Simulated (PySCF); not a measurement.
Gas-phase reaction: c-Si3H6 + 2 C3H6 (cyclic) = 3 (CH3)2Si

Method: PySCF energies plus ideal-gas RRHO corrections (1 bar). † marks an energy on the PBE0/def2-TZVP geometry and frequencies; other levels use their own. MP2 freezes the core. 6-31G* has spherical d functions here. All species are closed-shell singlets. B3LYP is the form with VWN-RPA correlation. c-Si3H6, (CH3)2Si: computed as isolated molecules; such fragments, hydroxides, amides, oligomers or adducts are transient or little studied in the gas. MP2 isn't extrapolated to the basis-set limit.

| level | ΔH°(298 K), kJ |
|---|---|
| B3LYP/6-31G* | 78 |
| B3LYP/def2-TZVP† | 61 |
| HF/6-31G* | 61 |
| MP2/def2-SVP† | … |
| MP2/def2-TZVPP† | … |
| PBE/def2-SVP | … |
| PBE/def2-TZVP† | … |
| PBE0/def2-TZVP | 124 |
| ωB97M-V/def2-TZVP† | 50 |

What belongs in the gaps?


- MP2/def2-SVP†, ΔH°(298 K), kJ: 129
- MP2/def2-TZVPP†, ΔH°(298 K), kJ: 92
- PBE/def2-SVP, ΔH°(298 K), kJ: 141
- PBE/def2-TZVP†, ΔH°(298 K), kJ: 110
